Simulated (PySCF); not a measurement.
Working out the electron affinity of O

O⁻ [He] 2s2 2p5 (2P) → O [He] 2s2 2p4 (3P). Calculation: PySCF 2.14, in def2-QZVPPD; the non-relativistic Hamiltonian (point nucleus). Frozen: nothing. Energies in hartree (1 hartree = 27.21139 eV):

| part | O⁻ (lower) | O (upper) |
| --- | --- | --- |
| UHF | -74.797525 | -74.818700 |
| MP2 opposite-spin | -0.195756 | -0.139763 |
| MP2 same-spin | -0.059329 | -0.040879 |

What does Hartree-Fock give?

(-74.818700) − (-74.797525) = -0.021175 hartree = -0.576 eV.

What do MP2 and SCS-MP2 (6/5 opposite-spin, 1/3 same-spin) give?

The opposite-spin parts differ by 1.524 eV and the same-spin parts by 0.502 eV. MP2: -0.576 + (1.524) + (0.502) = 1.450 eV. SCS-MP2: -0.576 + 1.2 × (1.524) + (0.502)/3 = 1.420 eV.

A first-order spin-orbit estimate adds -0.001 eV to MP2 (valence and next inner shell), giving 1.449 eV against 1.461 eV (measured; photodetachment measurements, as compiled on the Wikipedia data page of electron affinities).

What remains against the reference includes basis incompleteness and correlation beyond second order.
